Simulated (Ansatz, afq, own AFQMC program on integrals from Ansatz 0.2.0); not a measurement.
## Atomization energy of AlGa, singlet

```xyz
2

Al    0.0000    0.0000    0.0000
Ga    0.0000    0.0000    3.0185
```

Atoms in their ground-state spins without spin–orbit coupling (mostly on UHF) minus the molecule (RHF), without zero-point energy. The geometry is a stationary point, not shown to be a minimum.

Basis cc-pVTZ. Only valence electrons are correlated. Ansatz 0.2.0 and our own AFQMC program on the same integrals; the CISD trial comes from CCSD amplitudes, and released means the phaseless constraint is let go. Free projection: walkers drawn from exp(T), propagated without any constraint. Its projection time is finite, and what remains of the start isn't in its error. ± is one standard error of the sampling. No spin–orbit coupling. The errors of all members are added in quadrature.

No full CI on the walks' own integrals is used here; CCSDT(Q) serves as the reference and is uncertain by about the last step of the cluster series. Each member takes its own surest rung, up to full CI.

Errors are counted within cc-pVTZ, not against nature.

Cautions: inner d shell frozen; no relativity below Rb; no spin-orbit coupling; AlGa (singlet): higher spins were not checked, restricted determinant unstable towards unrestricted (UHF 588 meV lower, ⟨S²⟩ 1.10), the released energies are still falling, so no released level is given (meV from the phaseless value at times in 1/Eh: -17 ± 16 at 0.24, -12 ± 15 at 0.51, -25 ± 20 at 0.99, -35 ± 13 at 1.62, -47 ± 20 at 2.40), though the last usable value meets CCSDT(Q) within the noise, CCSDT(Q) on the UHF determinant differs (136 meV lower), perhaps since the unrestricted series falls towards higher spin, its ph-AFQMC/CISD value lies 39 ± 16 meV above CCSDT(Q).

```json
{"level": "MP2", "atomization energy (eV)": "0.846"}
{"level": "CCSD", "atomization energy (eV)": "0.928"}
```

Question: From these cheaper values, estimate the atomization energy at the reference level in cc-pVTZ.

Answer: 1.032 eV (CCSDT(Q) in cc-pVTZ).

```
        level  atomization energy (eV)  error against CCSDT(Q) (eV)
           HF                    0.118                       -0.914
      CCSD(T)                    1.003                       -0.029
  ph-AFQMC/HF            1.250 ± 0.048                0.218 ± 0.048
ph-AFQMC/CISD            1.002 ± 0.016               -0.030 ± 0.016
   free AFQMC            1.016 ± 0.013               -0.016 ± 0.013
```

Correlation beyond CCSD(T) adds 0.029 eV. The perturbative (T) step is worth +0.075 eV.

Free projections are given only where their last times agree within the noise and don't stop above the reference; a slow remainder of the start can still hide under it. A walk keeps the symmetry of its determinant, which the program's search chose and which needn't be the lowest solution, so a lower state of the same spin and another symmetry isn't excluded.
